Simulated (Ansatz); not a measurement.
# Pd (Pd, fcc): the cost of one run

Program: Ansatz 0.2.0. Level of theory: DFT r2SCAN, plane waves (500 eV) with PAW, scalar-relativistic; the PAW data stem from PBE, with regenerated cores. These are calculated values, not measurements.

**1. The starting structure**

It takes space group Fm-3m (No. 225, cubic). Conventional cell: a = 3.890 Å, b = 3.890 Å, c = 3.890 Å, α = 90.00°, β = 90.00°, γ = 90.00°. Pd (site symmetry m-3m) is surrounded by 12 Pd at 2.75 Å.

Structure file:

```cif
data_structure
_symmetry_space_group_name_H-M 'Fm-3m'
_symmetry_Int_Tables_number 225
_cell_length_a 3.8898
_cell_length_b 3.8898
_cell_length_c 3.8898
_cell_angle_alpha 90.000
_cell_angle_beta 90.000
_cell_angle_gamma 90.000
_cell_volume 58.85
loop_
_atom_site_label
_atom_site_type_symbol
_atom_site_symmetry_multiplicity
_atom_site_Wyckoff_symbol
_atom_site_fract_x
_atom_site_fract_y
_atom_site_fract_z
_atom_site_occupancy
Pd1 Pd 4 a 0.00000 0.00000 0.00000 1
```

The atoms start with moments of +0.5, -0.5 μB.

**2. Relaxation of the cell**

input.yaml

```yaml
crystal:
  lattice:
    - [2.7505039575, 0.0, 0.0]
    - [0.0, 2.7505039575, 0.0]
    - [0.0, 0.0, 3.8898]
  atoms:
    - { symbol: Pd, position: [0.0, 0.0, 0.0], spin: 0.5 }
    - { symbol: Pd, position: [0.5, 0.5, 0.5], spin: -0.5 }
hamiltonian:
  xc: r2scan
  pseudopotentials:
    kind: paw
    azcp:
      Pd: "pseudopotentials/Pd.paw.azcp"
basis:
  ecutwfc: 500
  fft_grid_basis: typed
kpoints:
  mp_grid: { grid: [11, 11, 8], shift: [0, 0, 0] }
magnetization:
  spin_polarized: true
scf:
  occupations: { method: fermi_dirac, width: 0.05 }
relax:
  max_steps: 60
  f_tol: 0.01
  cell: {}
```

What time and memory should one allow on 1 thread of an x86-64 CPU, shared host?

About 88 s, with a peak of 0.61 GiB.
